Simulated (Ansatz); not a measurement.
# One shape, several levels: N2O (nitrous oxide)

Aim: a comparison of 6 runs (HF/STO-3G, UPBE/STO-3G, BCCD(T)/STO-3G, CCSDTQ/STO-3G, CCSD/STO-3G, FCI/STO-3G) of N2O (nitrous oxide). 

The calculation is run with Ansatz 0.2.0.

30 further runs of the same task are left out: 6 that didn't finish, 24 set aside as unsound or not needed.

**1. The system as given**

N2O has 3 atoms, charge 0, and is taken as a singlet. As SMILES, `N#[N+][O-]`. The O3–N2 distance was set to 2.349 Å, away from the relaxed value. At this shape a bond of the SMILES string is far longer than usual.

Bond lengths: N1–N2 1.118 Å. A long bond or contact: N2–O3 2.349 Å.

**2. The energy at HF/STO-3G (run 1)**

Input file input.yaml:

```yaml
crystal:
  periodic: [false, false, false]
  atoms:
    - symbol: "N"
      position_ang: [-1.040209, 2.035618, -0.341403]
    - symbol: "N"
      position_ang: [-0.536909, 1.050818, -0.176303]
    - symbol: O
      position_ang: [0.520100, -1.017800, 0.170700]
basis:
  gaussian: {orbitals: STO-3G}
hamiltonian: {xc: hf}
accuracy: high
```

On the command line:

```sh
$ ansatz run input.yaml --threads 1 --pin off --max-ram 2610MiB --events-out events.jsonl --progress --plain --runs-dir runs
```

The log of the run:

```text
Warning: RAYON_NUM_THREADS=1 ignored (pool sized by the plan → 1); use --threads N
Functional definition: HF
  name "HF"
  exchange = exact_x
  correlation = 0
235 factors; integrals over basis functions are off by at most 2.3e-8 eV
mean field evaluation 1: about -4925.7180 eV, gradient 2.6e1 eV
mean field evaluation 2: about -4925.7267 eV, gradient 2.7e1 eV
mean field evaluation 4: about -4929.7706 eV, gradient 3.2e0 eV
mean field evaluation 8: about -4929.7933 eV, gradient 2.1e-4 eV
mean field evaluation 16: about -4929.5423 eV, gradient 8.9e-1 eV
mean field evaluation 32: about -4929.2902 eV, gradient 9.2e-1 eV
mean field -4929.79325940 eV, -181.1665607491 hartree, gradient 1.5e-8 eV, S^2 0.000000; 2 other end points of the search recorded, 0 dependent functions left out
reference -4929.79325940 eV, -181.1665607491 hartree; 11, 11 occupied and 4, 4 virtual orbitals, 235 factors
Total energy: -4929.79325940 eV, -181.1665607491 hartree
```

It took 0.12 s on 1 thread of Intel Xeon Platinum 8375C at 2.90GHz (Ice Lake), shared host.

**3. The energy at UPBE/STO-3G (run 2)**

Input file in.yaml:

```yaml
crystal:
  periodic: [false, false, false]
  atoms:
    - symbol: "N"
      position_ang: [-1.040209, 2.035618, -0.341403]
    - symbol: N
      position_ang: [-0.536909, 1.050818, -0.176303]
    - symbol: O
      position_ang: [0.520100, -1.017800, 0.170700]
basis:
  gaussian:
    orbitals: STO-3G
magnetization:
  spin_polarized: true
  initial_magnetization: 0
hamiltonian:
  xc: pbe
accuracy: high
```

On the command line:

```sh
$ ansatz run in.yaml --threads 1 --pin off --max-ram 2610MiB --events-out events.jsonl --progress --plain --runs-dir runs
```

The log of the run:

```text
Warning: RAYON_NUM_THREADS=1 ignored (pool sized by the plan → 1); use --threads N
Functional definition: PBE
  name "PBE"
  parameter kappa = 0.804
  parameter beta = 0.06672455060314922
  exchange = pbe_x(kappa = kappa, mu = beta*pi^2/3)
  correlation = pbe_c(beta = beta)
235 factors; integrals over basis functions are off by at most 2.3e-8 eV
mean field evaluation 1: about -4946.2072 eV, gradient 4.7e0 eV
mean field evaluation 2: about -4892.6969 eV, gradient 3.4e1 eV
mean field evaluation 4: about -4945.6876 eV, gradient 2.8e0 eV
mean field evaluation 8: about -4946.4208 eV, gradient 1.3e-1 eV
mean field evaluation 16: about -4948.5437 eV, gradient 7.5e-5 eV
mean field evaluation 32: about -4948.5437 eV, gradient 2.5e-4 eV
mean field evaluation 64: about -4948.5437 eV, gradient 7.1e-5 eV
mean field evaluation 96: about -4934.9456 eV, gradient 1.2e1 eV
mean field evaluation 128: about -4948.5261 eV, gradient 1.9e-7 eV
mean field evaluation 160: about -4948.5437 eV, gradient 7.3e-3 eV
mean field evaluation 192: about -4931.8900 eV, gradient 1.1e1 eV
mean field evaluation 224: about -4948.5410 eV, gradient 8.1e-2 eV
mean field evaluation 256: about -4945.7058 eV, gradient 2.6e-1 eV
mean field evaluation 288: about -4948.5437 eV, gradient 3.7e-3 eV
mean field evaluation 320: about -4948.5419 eV, gradient 2.4e-1 eV
mean field -4948.54370811 eV, -181.8556270298 hartree, gradient 8.1e-9 eV, S^2 0.995061; 18 other end points of the search recorded, 0 dependent functions left out
reference -4948.54370908 eV, -181.8556270652 hartree; 11, 11 occupied and 4, 4 virtual orbitals, 235 factors
Total energy: -4948.54370908 eV, -181.8556270652 hartree
```

It took 51 s on 1 thread of Intel Xeon Platinum 8375C at 2.90GHz (Ice Lake), shared host; peak memory 0.12 GiB.

Run 3 isn't shown in full; the table further down has it.

**4. A single-point energy at CCSDTQ/STO-3G (run 4)**

Input file in.yaml:

```yaml
crystal:
  periodic: [false, false, false]
  atoms:
    - {symbol: N, position_ang: [-1.040209, 2.035618, -0.341403]}
    - {symbol: N, position_ang: [-0.536909, 1.050818, -0.176303]}
    - {symbol: O, position_ang: [0.520100, -1.017800, 0.170700]}
basis:
  gaussian:
    orbitals: STO-3G
accuracy: high
scf:
  omitted_lower_state_checks: [cluster_reference, increment]
correlation:
  method: ccsdtq
  frozen_orbitals: {"N": 1, O: 1}
```

On the command line:

```sh
$ ansatz run in.yaml --threads 1 --pin off --max-ram 2610MiB --events-out events.jsonl --progress --plain --runs-dir runs
```

The log of the run:

```text
Warning: RAYON_NUM_THREADS=1 ignored (pool sized by the plan → 1); use --threads N
[... 13 lines left out ...]
3 core orbitals not correlated: weight in the atoms' cores, before any rotation towards them, 1.000 or more for the frozen orbitals, at most 0.000 for the correlated occupied ones
[... 105 lines left out ...]
Total energy: -4935.37766340 eV, -181.3717838109 hartree
Checks for a lower state left out: cluster_reference, increment
```

It took 26 s on 1 thread of Intel Xeon Platinum 8375C at 2.90GHz (Ice Lake), shared host; peak memory 0.39 GiB.

Run 5 isn't shown in full; the table further down has it.

**5. The energy at FCI/STO-3G (run 6)**

Input file input.yaml:

```yaml
basis:
  gaussian:
    orbitals: STO-3G
crystal:
  periodic: [false, false, false]
  atoms:
    - {symbol: "N", position_ang: [-1.040209, 2.035618, -0.341403]}
    - {symbol: "N", position_ang: [-0.536909, 1.050818, -0.176303]}
    - {symbol: O, position_ang: [0.520100, -1.017800, 0.170700]}
accuracy: high
correlation:
  method: fci
  frozen_orbitals: {"N": 1, O: 1}
```

On the command line:

```sh
$ ansatz run input.yaml --threads 1 --pin off --max-ram 2610MiB --events-out events.jsonl --progress --plain --runs-dir runs
```

The log of the run:

```text
Warning: RAYON_NUM_THREADS=1 ignored (pool sized by the plan → 1); use --threads N
[... 4 set-up lines as earlier in the session ...]
235 factors; integrals over basis functions are off by at most 2.3e-8 eV
mean field evaluation 1: about -4925.7180 eV, gradient 2.6e1 eV
mean field evaluation 2: about -4925.7267 eV, gradient 2.7e1 eV
mean field evaluation 4: about -4929.7706 eV, gradient 3.2e0 eV
mean field evaluation 8: about -4929.7933 eV, gradient 2.1e-4 eV
mean field evaluation 16: about -4929.2914 eV, gradient 3.0e-2 eV
mean field evaluation 32: about -4929.7932 eV, gradient 1.8e-1 eV
mean field -4929.79325940 eV, -181.1665607491 hartree, gradient 1.5e-8 eV, S^2 0.000000; 6 other end points of the search recorded, 0 dependent functions left out; unrestricted orbitals would lower it
mean field evaluation 64: about -4932.1113 eV, gradient 3.4e-1 eV
unrestricted determinant -4932.11686471 eV, -181.2519516693 hartree, S^2 0.9977
3 core orbitals not correlated: weight in the atoms' cores, before any rotation towards them, 1.000 or more for the frozen orbitals, at most 0.000 for the correlated occupied ones
reference -4929.79325940 eV, -181.1665607491 hartree; 8, 8 occupied and 4, 4 virtual orbitals, 235 factors
state -4935.37934331 eV, -181.3718455465 hartree
Total energy: -4935.37934331 eV, -181.3718455465 hartree
```

Run time: 1.5 s. Hardware: 1 thread of Intel Xeon Platinum 8375C at 2.90GHz (Ice Lake), shared host.

**6. The series**

```
run           level  frozen core orbitals  energy (Eh)  wall time
  1       HF/STO-3G                     –  -181.166561     0.12 s
  2     UPBE/STO-3G                     –  -181.855627       51 s
  3  BCCD(T)/STO-3G                     3  -181.369392     0.65 s
  4   CCSDTQ/STO-3G                     3  -181.371784       26 s
  5     CCSD/STO-3G                     3  -181.367404     0.34 s
  6      FCI/STO-3G                     3  -181.371846      1.5 s
```

**7. What came out**

| quantity | value |
| --- | --- |
| run 6: total energy | -181.37185 Eh |
| run 6: correlation energy (3 core orbitals frozen) | -205.3 mEh |

Against full CI in this basis: HF +205.3 mEh; BCCD(T) +2.5 mEh; CCSDTQ +0.1 mEh; CCSD +4.4 mEh. In runs 3, 4, 5 the log says that unrestricted orbitals would lower the reference, so the values rest on an unstable closed-shell determinant (other closed-shell runs at this shape may share the fault). In runs 1, 2, 3, 4, 5, 6 the basis is minimal, so the values are rough. In runs 1, 5 a closed-shell determinant meets a far-stretched bond, which it describes badly. Spin contamination of the reference: run 2 ⟨S²⟩ = 1.00. Where it is this large, the reference is a mixture of spin states, and values that rest on it are in doubt. All runs together took 80 s, the longest 51 s.
